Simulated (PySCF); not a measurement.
PySCF (NMR shieldings with GIAOs, density fitting), isolated neutral molecules in closed-shell states, PBE0-D3(BJ)/def2-TZVP geometries kept fixed through all settings. PBE0: 25 % exact exchange; wB97X-D: range-separated exact exchange.

Mean 13C shielding (ppm):

| molecule | PBE0/pcSseg-2 | wB97X-D/pcSseg-2 |
| --- | --- | --- |
| FC1CCCC1 | 139.2 | 139.4 |
| Nc1cccs1 | 53.1 | 51.1 |
| Cc1cscn1 | 68.5 | 66.8 |
| COCCOC | 117.3 | 117.7 |
| Cc1cncs1 | 67.7 | 66.2 |
| Cc1nccs1 | 66.1 | ? |
| Nc1ccsc1 | 54.4 | 52.2 |

Predict the missing value of `Cc1nccs1` from the other molecules.

The functional change moves the other 6 molecules by -1.1 ppm on average (standard deviation 1.1), which puts `Cc1nccs1` at 66.1 − 1.1 = 65.0 ppm. A straight line through the pairs, y = 1.030x − 3.67, gives 64.4 ppm. The run gave 64.4 ppm: the mean change misses by 0.6, the line by 0.0 ppm.

Which of the two rules would one have trusted beforehand?

Leaving out each listed molecule in turn and predicting it from the rest, the mean change misses by 1.15 ppm on average and the line by 0.40; so the fitted line, and for `Cc1nccs1` it was the closer one.

Is the change the same for all, and does it alter the order of the molecules?

Among the 6 molecules with both values given it runs from -2.2 ppm for `Nc1ccsc1` to +0.4 ppm for `COCCOC`; `Cc1nccs1` moves by -1.7 ppm, inside this range. The change is not of one sign for all. No pair among the 6 changes order.

Neither level serves as a reference here, and other classes of molecule may behave otherwise.
